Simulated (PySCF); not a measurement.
# AlH3: breathing scan

Computed with PySCF, r2SCAN, basis Al def2-TZVP, H def2-TZVP (no relativity, density fitting).

Rigid scan from the singlet minimum (Al–H 1.584 Å (×3); H–Al–H 120.0° (×3)). Coordinate: all bonds to the central atom scaled together. Energies in kJ/mol from the minimum.

```
scale of all bonds to the centre  E (kJ/mol)
                            0.88        93.6
                            0.92        38.0
                            0.96         8.7
                            1.00         0.0
                            1.04         7.3
                            1.08        27.0
                            1.14        73.6
                            1.22       156.0
                            1.35       311.3
```

At long bonds a restricted determinant can lie too high, and another spin state can fall below this curve.

Other isomers or separated fragments may lie lower.

The scan took of the order of 50 core-seconds on a shared host.
